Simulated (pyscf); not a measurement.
O=MoH(=O)–Cl + hydrogen chloride (HCl) → O=Mo(=O)(Cl)–Cl + hydrogen (H₂) (four-centre exchange; singlet surface; H–Mo, Cl–H broken, Cl–Mo, H–H formed). Optimised with ωB97X-D3(BJ)/def2-SVP in PySCF. Energies in kcal/mol from the separated reactants.

```tsv
level	barrier	reaction energy
ωB97X-D3(BJ)/def2-TZVP	6.2	-30.2
PBE/def2-TZVP	3.4	-28.9
r²SCAN/def2-TZVP	…	-31.0
B3LYP-D3(BJ)/def2-TZVP	7.0	-28.8
PBE0-D3(BJ)/def2-TZVP	…	…
ωB97M-D3(BJ)/def2-TZVP	10.7	-24.8
```

What belongs in the gaps?


- r²SCAN/def2-TZVP, barrier: 3.2
- PBE0-D3(BJ)/def2-TZVP, barrier: 5.0
- PBE0-D3(BJ)/def2-TZVP, reaction energy: -27.9

The functionals in the table span 7.5 kcal/mol in this barrier, from r²SCAN to ωB97M-D3(BJ)/def2-TZVP. On the reactant side the descent ends in a complex (not fully relaxed), 5.2 kcal/mol under the separated species and 11.4 kcal/mol under the saddle at ωB97X-D3(BJ)/def2-TZVP. One saddle was located; it need not be the lowest between these sides. Elements past Kr carry the def2 core potentials, without spin-orbit coupling.
